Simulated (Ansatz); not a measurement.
# CH2Al (quartet): the correlation ladder at distance Al1–C2 = 5.120 Å, 6-31G

Aim: climb from Hartree-Fock through coupled cluster and multireference methods for CH2Al (quartet) at one geometry and basis, and see what each rung misses.

Computed with Ansatz 0.2.0, Gaussian basis. Level: 6-31G, core rule «outside noble gas», up to 6 orbitals frozen.

Plan: UHF; CCSD(T) on ROHF; CCSD(T) on UHF; BCCD(T) on ROHF; CISD; CCSDT(Q) on ROHF; CCSDT(Q) on UHF; CASSCF and MRCISD+Q, 5 electrons in 5 orbitals; CASSCF and NEVPT2, 5 electrons in 5 orbitals; CASSCF and MRCISD+Q, 9 electrons in 10 orbitals; CASSCF and NEVPT2, 9 electrons in 10 orbitals; Full CI.

18 further runs of the same task are left out: 15 that didn't finish, 3 set aside as unsound or not needed.

## Step 1: The geometry

The geometry derives from a PBE0/def2-TZVP stationary point (not a proven minimum). One bond is set to the value named and the two fragments are kept rigid.

4 atoms, charge 0, spin multiplicity 4.

Atoms are counted from 1 here; the program's logs count them from 0.

Bond lengths: Al1–H3 1.580 Å, Al1–H4 1.580 Å. Angles: H3–Al1–H4 124.6°.

Coordinates:

```xyz
4

Al    0.0000    0.0000    1.4634
C     0.0000    0.0000   -3.6566
H     0.0000    1.3990    2.1984
H     0.0000   -1.3990    2.1984
```

## Step 2: UHF

Input file in.yaml:

```yaml
crystal:
  periodic: [false, false, false]
  atoms:
    - {symbol: Al, position_ang: [0.000000, 0.000000, 1.463446]}
    - {symbol: C, position_ang: [0.000000, 0.000000, -3.656554]}
    - {symbol: H, position_ang: [0.000000, 1.398998, 2.198420]}
    - {symbol: H, position_ang: [0.000000, -1.398998, 2.198420]}
basis:
  gaussian: {orbitals: 6-31G}
magnetization: {spin_polarized: true, initial_magnetization: 3}
hamiltonian: {xc: hf}
output: {orbitals: {seedname: orbitals}}
```

Run with:

```sh
ansatz run in.yaml --threads 1 --pin off --events-out ev --progress --plain --max-ram 2393MiB
```

After this run come: CCSD(T) on ROHF; CCSD(T) on UHF; BCCD(T) on ROHF; CISD; CCSDT(Q) on ROHF; CCSDT(Q) on UHF; CASSCF and MRCISD+Q, 5 electrons in 5 orbitals; CASSCF and NEVPT2, 5 electrons in 5 orbitals; CASSCF and MRCISD+Q, 9 electrons in 10 orbitals; CASSCF and NEVPT2, 9 electrons in 10 orbitals; Full CI.

**Question.** What will the summary of the whole plan be? Wanted: FCI below the RHF energy; RMP2 from FCI; UMP2 from FCI; RCCSD from FCI; RCCSD(T) from FCI; UCCSD(T) from FCI; RCCSDT(Q) from FCI; UCCSDT(Q) from FCI; NEVPT2 pair from FCI.

As calculated:

| quantity | value |
| --- | --- |
| FCI below the RHF energy | -2.2720 eV |
| RMP2 from FCI | +796.3 meV |
| UMP2 from FCI | +786.1 meV |
| RCCSD from FCI | +36.5 meV |
| RCCSD(T) from FCI | +12.5 meV |
| UCCSD(T) from FCI | +11.8 meV |
| RCCSDT(Q) from FCI | 0.0 meV |
| UCCSDT(Q) from FCI | -0.8 meV |
| NEVPT2 pair from FCI | +611.3 meV |
| NEVPT2 valence from FCI | +308.4 meV |
| MRCISD+Q valence from FCI | +3.4 meV |
| levels within 1 kcal/mol (43 meV) | RCCSD, UCCSD, RCCSD(T), UCCSD(T), BCCD(T), RCCSDT, UCCSDT, RCCSDT(Q), UCCSDT(Q), MRCISD valence, MRCISD+Q valence |
| T1 diagnostic | 0.012 |
| effectively unpaired electrons | 3.04 |

RCCSD(T) misses by +12.5 meV, 0.5 % of the correlation energy. One determinant dominates. Of the multireference levels listed MRCISD+Q valence comes nearest in total energy (+3.4 meV), which doesn't show that its space is the better one. These misses are within one basis, not against nature; the frozen cores of restricted and unrestricted runs differ, which can shift their rows.
